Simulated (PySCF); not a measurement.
This PySCF input (HF/6-311+G**) gives -1.13244 Eh with 12 basis functions.

```python
import numpy as np, basis_set_exchange as bse
from pyscf import gto, scf, dft, df

basis = {'H': gto.basis.parse(bse.get_basis('6-311+G**', elements=['H'], fmt='nwchem'))}
mol = gto.M(
    atom='''
    H    -0.00000000   -0.00000000   -0.37201156
    H     0.00000000    0.00000000    0.37201156
    ''',
    basis=basis,
    charge=0,
    verbose=4,
    max_memory=8640,
)
mf = scf.RHF(mol)
mf = mf.density_fit(auxbasis=df.autoaux(mol))
mf.conv_tol = 1e-9
mf.max_cycle = 100
print('smallest overlap eigenvalue', np.linalg.eigvalsh(mol.intor('int1e_ovlp'))[0])
mf.kernel()
dip = mf.dip_moment()
```

Change:
```diff
- basis = {'H': gto.basis.parse(bse.get_basis('6-311+G**', elements=['H'], fmt='nwchem'))}
+ basis = {'H': gto.basis.parse(bse.get_basis('cc-pV(T+d)Z', elements=['H'], fmt='nwchem'))}
```

Question: What does the run give now?

Answer: -1.13293 Eh (HF/cc-pV(T+d)Z, 28 functions), a change of -0.49 mEh.
